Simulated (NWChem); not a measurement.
Program: NWChem. System: diphosphorus (P2), charge 0, spin multiplicity 1, at a geometry optimised with PBE0/def2-SVP. Level: TD-PBE/6-31G* (spherical d).

Part of the output:

```
             Northwest Computational Chemistry Package (NWChem) 7.3.0
             --------------------------------------------------------

                                NWChem Input Module
                                -------------------

 Scaling coordinates for geometry "geometry" by  1.889725989
 (inverse scale =  0.529177249)

                             Geometry "geometry" -> ""
                             -------------------------

 Output coordinates in angstroms (scale by  1.889725989 to convert to a.u.)

  No.       Tag          Charge          X              Y              Z
 ---- ---------------- ---------- -------------- -------------- --------------
    1 P                   15.0000     0.00000000     0.00000000     0.94554400
    2 P                   15.0000     0.00000000     0.00000000    -0.94554400

 Effective nuclear repulsion energy (a.u.)      62.9610473045

            Nuclear Dipole moment (a.u.)
            ----------------------------
        X                 Y               Z
 ---------------- ---------------- ----------------
     0.0000000000     0.0000000000     0.0000000000


 Summary of "ao basis" -> "" (spherical)
 ------------------------------------------------------------------------------
       Tag                 Description            Shells   Functions and Types
 ---------------- ------------------------------  ------  ---------------------
 *                           6-31g*                   on all atoms

  pbe96 is a nonlocal functional; adding pw91lda local functional.

                                 NWChem DFT Module
                                 -----------------

 Summary of "ao basis" -> "ao basis" (spherical)
 ------------------------------------------------------------------------------
       Tag                 Description            Shells   Functions and Types
 ---------------- ------------------------------  ------  ---------------------
 P                           6-31g*                  8       18   4s3p1d

 Summary of "ao basis" -> "ao basis" (spherical)
 ------------------------------------------------------------------------------
       Tag                 Description            Shells   Functions and Types
 ---------------- ------------------------------  ------  ---------------------
 P                           6-31g*                  8       18   4s3p1d

            General Information
            -------------------
          SCF calculation type: DFT
          Wavefunction type:  closed shell.
          No. of atoms     :     2
          No. of electrons :    30
           Alpha electrons :    15
            Beta electrons :    15
          Charge           :     0
          Spin multiplicity:     1
          Use of symmetry is: off; symmetry adaption is: off
          Maximum number of iterations: 100
          AO basis - number of functions:    36
                     number of shells:    16
          Convergence on energy requested:  1.00D-06
          Convergence on density requested:  1.00D-05
          Convergence on gradient requested:  5.00D-04

              XC Information
              --------------
          PerdewBurkeErnzerhof Exchange Functional  1.000
            Perdew 1991 LDA Correlation Functional  1.000 local
           PerdewBurkeErnz. Correlation Functional  1.000 non-local

             Grid Information
             ----------------
          Grid used for XC integration:  medium
          Radial quadrature: Mura-Knowles
          Angular quadrature: Lebedev.
          Tag              B.-S. Rad. Rad. Pts. Rad. Cut. Ang. Pts.
          ---              ---------- --------- --------- ---------
          P                   1.00       88           8.0       590
          Grid pruning is: on
          Number of quadrature shells:   176
          Spatial weights used:  Erf1

          Convergence Information
          -----------------------
          Convergence aids based upon iterative change in
          total energy or number of iterations.
          Levelshifting, if invoked, occurs when the
          HOMO/LUMO gap drops below (HL_TOL):  1.00D-02
          DIIS, if invoked, will attempt to extrapolate
          using up to (NFOCK): 10 stored Fock matrices.
[...]
     Occ.   13  a   ---  Virt.   16  a    0.06308 Y
  ----------------------------------------------------------------------------
  Root   5 singlet a              0.158980262 a.u.                4.3261 eV
  ----------------------------------------------------------------------------
     Transition Moments    X  0.00001   Y -0.00001   Z -0.00000
     Transition Moments   XX  0.00000  XY  0.00000  XZ  1.98459
     Transition Moments   YY  0.00000  YZ -1.93361  ZZ  0.00000
     Dipole Oscillator Strength                    0.0000000000
     Electric Quadrupole                           0.0000001643
     Magnetic Dipole                               0.0000048204
     Total Oscillator Strength                     0.0000049847

          sigma_e =   1.7916 Angstrom
          sigma_h =   1.7125 Angstrom
         |d_h->e| =   0.0000 Angstrom
            d_exc =   2.5068 Angstrom
            d_CD1 =   0.0791 Angstrom
            d_CD2 =  -1.7520 Angstrom
            d_CD3 =   2.5068 Angstrom
     Pearson C.C. =  -0.0231

     Occ.   13  a   ---  Virt.   17  a   -1.00014 X
     Occ.   13  a   ---  Virt.   17  a    0.06308 Y
  ----------------------------------------------------------------------------
  Root   6 singlet a              0.237058234 a.u.                6.4507 eV
  ----------------------------------------------------------------------------
     Transition Moments    X  0.00000   Y  0.00000   Z -1.16601
     Transition Moments   XX  0.00001  XY  0.00000  XZ -0.00000
     Transition Moments   YY  0.00001  YZ -0.00000  ZZ  0.00004
     Dipole Oscillator Strength                    0.2148677489
     Electric Quadrupole                           0.0000000000
     Magnetic Dipole                               0.0000000000
     Total Oscillator Strength                     0.2148677489

          sigma_e =   2.0005 Angstrom
          sigma_h =   1.5708 Angstrom
         |d_h->e| =   0.0000 Angstrom
            d_exc =   2.5699 Angstrom
            d_CD1 =   0.4297 Angstrom
            d_CD2 =  -1.7856 Angstrom
            d_CD3 =   2.5699 Angstrom
     Pearson C.C. =  -0.0215

     Occ.   11  a   ---  Virt.   18  a   -0.05730 X
     Occ.   12  a   ---  Virt.   20  a    0.05200 X
     Occ.   13  a   ---  Virt.   18  a    0.44308 X
     Occ.   13  a   ---  Virt.   18  a    0.05273 Y
     Occ.   13  a   ---  Virt.   23  a    0.06532 X
     Occ.   14  a   ---  Virt.   16  a    0.64978 X
     Occ.   14  a   ---  Virt.   16  a   -0.16770 Y
     Occ.   14  a   ---  Virt.   24  a    0.06915 X
     Occ.   15  a   ---  Virt.   17  a    0.64978 X
     Occ.   15  a   ---  Virt.   17  a   -0.16770 Y
     Occ.   15  a   ---  Virt.   25  a    0.06915 X
  ----------------------------------------------------------------------------
  Root   7 singlet a              0.309810861 a.u.                8.4304 eV
  ----------------------------------------------------------------------------
     Transition Moments    X -0.00000   Y  0.00000   Z -0.00000
     Transition Moments   XX -0.00000  XY -0.00000  XZ  0.37011
     Transition Moments   YY -0.00000  YZ -0.35756  ZZ -0.00000
     Dipole Oscillator Strength                    0.0000000000
     Electric Quadrupole                           0.0000000419
     Magnetic Dipole                               0.0000007212
     Total Oscillator Strength                     0.0000007632

          sigma_e =   2.3102 Angstrom
          sigma_h =   1.5234 Angstrom
         |d_h->e| =   0.0000 Angstrom
            d_exc =   2.7720 Angstrom
            d_CD1 =   0.7868 Angstrom
            d_CD2 =  -1.9168 Angstrom
            d_CD3 =   2.7720 Angstrom
     Pearson C.C. =  -0.0037

     Occ.   11  a   ---  Virt.   17  a   -0.06299 X
     Occ.   15  a   ---  Virt.   18  a    0.99702 X
  ----------------------------------------------------------------------------
  Root   8 singlet a              0.309810862 a.u.                8.4304 eV
  ----------------------------------------------------------------------------
     Transition Moments    X  0.00000   Y  0.00000   Z  0.00000
     Transition Moments   XX  0.00000  XY  0.00000  XZ -0.35756
     Transition Moments   YY  0.00000  YZ -0.37011  ZZ -0.00000
     Dipole Oscillator Strength                    0.0000000000
     Electric Quadrupole                           0.0000000419
     Magnetic Dipole                               0.0000007212
     Total Oscillator Strength                     0.0000007631

          sigma_e =   2.3102 Angstrom
          sigma_h =   1.5234 Angstrom
         |d_h->e| =   0.0000 Angstrom
            d_exc =   2.7720 Angstrom
            d_CD1 =   0.7868 Angstrom
            d_CD2 =  -1.9168 Angstrom
            d_CD3 =   2.7720 Angstrom
     Pearson C.C. =  -0.0037

     Occ.   11  a   ---  Virt.   16  a    0.06299 X
     Occ.   14  a   ---  Virt.   18  a   -0.99702 X
  ----------------------------------------------------------------------------
  Root   9 singlet a              0.342895297 a.u.                9.3307 eV
  ----------------------------------------------------------------------------
     Transition Moments    X  0.59305   Y  0.58634   Z -0.00000
     Transition Moments   XX  0.00000  XY  0.00000  XZ  0.00003
     Transition Moments   YY  0.00000  YZ  0.00003  ZZ -0.00000
     Dipole Oscillator Strength                    0.1589889862
     Electric Quadrupole                           0.0000000000
     Magnetic Dipole                               0.0000000000
     Total Oscillator Strength                     0.1589889862

          sigma_e =   1.8302 Angstrom
          sigma_h =   1.6612 Angstrom
         |d_h->e| =   0.0000 Angstrom
            d_exc =   2.5430 Angstrom
            d_CD1 =   0.1690 Angstrom
            d_CD2 =  -1.7457 Angstrom
            d_CD3 =   2.5430 Angstrom
     Pearson C.C. =  -0.0588

     Occ.   12  a   ---  Virt.   16  a   -0.96295 X
     Occ.   12  a   ---  Virt.   16  a    0.06673 Y
     Occ.   13  a   ---  Virt.   27  a    0.09446 X
     Occ.   14  a   ---  Virt.   19  a   -0.24627 X
     Occ.   14  a   ---  Virt.   29  a    0.05982 X
     Occ.   15  a   ---  Virt.   30  a    0.05982 X
  ----------------------------------------------------------------------------
  Root  10 singlet a              0.342895298 a.u.                9.3307 eV
  ----------------------------------------------------------------------------
     Transition Moments    X -0.58634   Y  0.59305   Z -0.00000
     Transition Moments   XX  0.00000  XY  0.00000  XZ -0.00003
     Transition Moments   YY  0.00000  YZ  0.00003  ZZ -0.00000
     Dipole Oscillator Strength                    0.1589889871
     Electric Quadrupole                           0.0000000000
     Magnetic Dipole                               0.0000000000
     Total Oscillator Strength                     0.1589889871

          sigma_e =   1.8302 Angstrom
          sigma_h =   1.6612 Angstrom
         |d_h->e| =   0.0000 Angstrom
            d_exc =   2.5430 Angstrom
            d_CD1 =   0.1690 Angstrom
            d_CD2 =  -1.7457 Angstrom
            d_CD3 =   2.5430 Angstrom
     Pearson C.C. =  -0.0588

     Occ.   12  a   ---  Virt.   17  a    0.96295 X
     Occ.   12  a   ---  Virt.   17  a   -0.06673 Y
     Occ.   13  a   ---  Virt.   28  a    0.09446 X
     Occ.   14  a   ---  Virt.   30  a   -0.05982 X
     Occ.   15  a   ---  Virt.   19  a    0.24627 X
     Occ.   15  a   ---  Virt.   29  a    0.05982 X

              Target root =      1
          Target symmetry = none
      Ground state energy =   -682.338015118973
        Excitation energy =      0.139797350775
     Excited state energy =   -682.198217768198

  stored tddft:energy   -682.19821776819754

 Task  times  cpu:       10.4s     wall:       10.4s

 Total times  cpu:       10.4s     wall:       10.4s
```

Problem. Write an NWChem input that would produce this output.

Solution. Several could match; the one computed here: 
```
start mol
memory heap 200 mb stack 900 mb global 1100 mb
geometry units angstroms nocenter noautoz noautosym
  P      0.000000     0.000000     0.945544
  P      0.000000     0.000000    -0.945544
end
basis spherical
  * library 6-31g*
end
dft
  xc xpbe96 cpbe96
  semidirect memsize 60000000 filesize 0
  iterations 100
end
tddft
  rpa
  nroots 10
  notriplet
end
task tddft energy
```
